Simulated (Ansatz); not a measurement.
**Which is lower?**

Two isomers of CH6AlSi (charge -1), closed shell, relaxed at PBE0-D4/def2-TZVPD (vibrations not checked).

A:

```csv
atom,x (Å),y (Å),z (Å)
C1,-0.1329,-0.2938,-0.4563
Si2,1.0787,1.0246,-0.5203
Al3,-0.2728,-1.5190,0.9144
H4,-0.8275,-0.3564,-1.2976
H5,1.9880,1.0255,0.6771
H6,0.5605,2.4518,-0.5771
H7,2.0380,1.0392,-1.6985
H8,-1.3834,-2.7065,0.9486
H9,0.6894,-1.5383,2.2165
```

B:

C1  (-0.823, 0.136, -0.487)
Si2  (0.985, 0.763, -0.289)
Al3  (-0.057, -1.034, 0.949)
H4  (-1.050, -0.306, -1.461)
H5  (-1.592, 0.865, -0.222)
H6  (1.005, 2.237, 0.040)
H7  (1.723, 0.692, -1.606)
H8  (0.317, -2.569, 0.591)
H9  (-0.507, -0.784, 2.485)
(Å)

Ansatz 0.2.0; basis: def2-TZVPPD; cores frozen in the correlated methods. B3LYP uses VWN-RPA correlation.

Q: Which structure is lower at CCSD(T), and by how much? (Judge from chemistry; the value comes from the calculation.)

A: The calculation gives: B, by 13.7 kJ/mol (electronic energy, against the other). By their contacts, A is CH₆AlSi ([AlH2][CH][SiH3]), total charge -1 and B is CH₆AlSi ([CH2]1[AlH2][SiH2]1), total charge -1.

Q: Do the other methods give the same order? (Judge from chemistry; the calculation decides.)

A: The calculation gives: Not all: HF gives the other order.

| method | E(B) − E(A) (kJ/mol) |
| --- | --- |
| PBE-D4 | -26.9 |
| r2SCAN-D4 | -20.8 |
| PBE0-D4 | -28.2 |
| B3LYP-D4 | -9.2 |
| wB97M-V | -14.7 |
| HF | 0.5 |
| MP2 | -6.1 |
| CCSD | -13.5 |
| CCSD(T) | -13.7 |

The T1 diagnostic stays at or below 0.014.

Labels in which every atom is bracketed show which atoms are joined, not bond orders.
